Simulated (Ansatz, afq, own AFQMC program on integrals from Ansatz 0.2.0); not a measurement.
Two steps: Ansatz 0.2.0 writes the Fock matrix and Cholesky factors of the valence space, and afq projects on them the lowest state that overlaps trial and start.

```yaml
crystal:
  periodic: [false, false, false]
  atoms:
    - {symbol: O, position_ang: [0.000000, 0.000000, 0.000000]}
    - {symbol: H, position_ang: [0.000000, 0.000000, 1.146000]}
basis:
  gaussian: {orbitals: cc-pVDZ}
total_charge: 1
magnetization: {spin_polarized: false}
correlation: {method: ccsd_t, electrons: outside_noble_gas, hamiltonian_folder: ham}
```

```sh
$ ansatz run in.yaml --threads 1 --pin off --events-out ev --progress --plain --max-ram 16896MiB --backend cuda --devices 0, --max-vram 18GiB
```

afq runs on the folder ham with

```
--method free --trial cisd --walkers 4000 --time-step 0.03 --max-blocks 4000 --target-error 0.0003 --factor-cut 1e-05 --seed 6871 --times 0,0.3,0.6,1.2,1.8,2.4,3.6,4.8,6 --taylor-order 8
```

Times are imaginary, in 1/Eh. The walk had a cap of 61 s.

afq prints:

```
orbitals 18  electrons 3 3  factors 112 of 175
reference energy -74.83621377 Eh
CCSD correlation -0.16375244 Eh in 14 cycles, weight of the determinant in the CISD state 0.8106
repeat  energy at the last time / Eh  error
    10  -75.014228  0.002658
    20  -75.012899  0.002275
    30  -75.013300  0.001625
    40  -75.013679  0.001400
    50  -75.013546  0.001183
    70  -75.013125  0.000940
    80  -75.012751  0.000865
    90  -75.014948  0.002368
   110  -75.014682  0.001938
   130  -75.014792  0.001662
   150  -75.014252  0.001450
   170  -75.014116  0.001294
   190  -75.013669  0.001180
   210  -75.013614  0.001082
   230  -75.013413  0.001003
time / (1/Eh)  energy / Eh  error  mean overlap
  0.00  -75.000006  0.000022  1.2335
  0.30  -75.006988  0.000028  1.2343
  0.60  -75.008959  0.000028  1.2367
  1.20  -75.010092  0.000041  1.2426
  1.80  -75.010321  0.000054  1.2472
  2.40  -75.010562  0.000081  1.2519
  3.60  -75.010846  0.000146  1.2658
  4.80  -75.011266  0.000253  1.2798
  6.00  -75.013313  0.000979  1.2963
energy -75.013313 +/- 0.000979 Eh
(rows thinned)
```

The time cap ended the run before it passed its tests.

Against this walk (error 26.6 meV) on the same determinant: CCSD(T) 114.3 meV higher, CCSDT(Q) 112.1 meV lower, CCSDTQ 109.0 meV lower, full CI 109.4 meV lower. The error is statistical, and a free projection of finite length keeps a remainder of its start. The projection is still falling at its last time (meV from the last point: 81.4 ± 1.5 at 1.80, 74.9 ± 2.2 at 2.40, 67 ± 4 at 3.60, 56 ± 7 at 4.80, 0 ± 27 at 6.00), so its energy is a cut-off value, and the gaps above aren't errors of the other methods. Full CI is exact here, so the walk's 109 meV above it is the walk's own error: what remains of the start. The determinant is a poor start (see the cautions), so the low cluster orders aren't to be relied on, and full CI is the sure value.

Cautions: remainder of the start not in the error; start not forgotten; phase noise grows fast; error above the target (26.6 against 8.2 meV); another spin lies lower; restricted determinant unstable towards unrestricted (UHF 2.57 eV lower, ⟨S²⟩ 1.01); strong correlation (T1 0.009, weight of the determinant 0.81, largest double 0.42); the CCSDT(Q) amplitudes may be one of several solutions (largest double 0.97); the CCSDTQ amplitudes may be one of several solutions (largest double 0.98); the determinant fills πx and πy unequally, so it mixes two states of the linear molecule, and each level undoes that mixture to a different degree, while full CI gives the lower state; CCSDTQ on the UHF determinant differs (2.38 eV lower), perhaps since the unrestricted series falls towards higher spin.

The walk took 61 s on 1 × NVIDIA H100 80GB HBM3 with 2 threads of AMD EPYC 7R13 Processor (Zen 3), with other jobs on the host (the card was shared). The log's last line is the free-projection energy.

CCSDT and higher add their correlation energy to the determinant of the CCSD(T) run, since their own runs factorise the integrals more tightly (a shift of under 2 meV).
